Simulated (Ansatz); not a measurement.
# C2F−: an energy map over bond length C1–C2 and bond length C2–F3

A grid of calculations on C2F, SMILES [C-]#CF, charge −1, to see where the energy is lowest and how it rises around there.

Computed with Ansatz 0.2.0. Level: RKS PBE0-D4/def2-TZVPD.

### 1 The starting structure

SMILES `[C-]#CF`, 3 atoms, charge -1, spin multiplicity 1.

Atoms are counted from 1 here; the program's logs count them from 0.

Bond lengths: C1–C2 1.262 Å, C2–F3 1.355 Å. Angles: C1–C2–F3 179.9°.

As a file:

```
C     0.5293    1.1049    0.4132
C     0.0119    0.0270    0.0096
F    -0.5411   -1.1319   -0.4228
```

### 3 Plan of the scan

- bond length C1–C2: 15 values from 1.015 to 1.857 Å
- bond length C2–F3: 15 values from 1.117 to 1.728 Å

Nothing else is relaxed (all other coordinates rigid). Energies count from the relaxed molecule at the same level. Points are written as (first, second).

(The set-up runs are not shown.)

### 4 Point (1.256 Å, 1.335 Å)

File input.yaml:

```yaml
crystal:
  periodic: [false, false, false]
  atoms:
    - { symbol: C, position_ang: [0.518816, 1.084158, 0.405243] }
    - { symbol: C, position_ang: [0.005054, 0.010589, 0.003952] }
    - { symbol: F, position_ang: [-0.540986, -1.130527, -0.422567] }
total_charge: -1
basis:
  gaussian: { orbitals: def2-TZVPD }
hamiltonian:
  xc: pbe0
  dispersion: d4
output:
  forces: true
```

Launch:

```sh
ansatz run input.yaml --threads 1 --pin off --max-ram 2560MiB --backend cpu --events-out ev --progress --plain --runs-dir out
```

The session goes on with these runs: all other points of the grid.

**Question.** What will these runs give? Wanted: lowest point; highest computed point; largest force on an atom.

As calculated:

| quantity | value |
| --- | --- |
| lowest point | (1.256 Å, 1.335 Å), 1.3 kJ/mol |
| highest computed point | (1.857 Å, 1.117 Å), 636 kJ/mol above the lowest |
| largest force on an atom (eV/Å) | 1.4 at (1.256 Å, 1.335 Å) to 43.3 at (1.015 Å, 1.728 Å); 1.4 at the lowest point |
| time for the whole task | 6.4 min on 1 thread, shared host |

In words: The lowest computed point is at (1.256 Å, 1.335 Å), 1.3 kJ/mol from the relaxed molecule at the same level. It is the only kind of minimum in the scanned range. The highest computed point, (1.857 Å, 1.117 Å), lies 636 kJ/mol above the lowest. Round the minimum the two coordinates are nearly uncoupled.
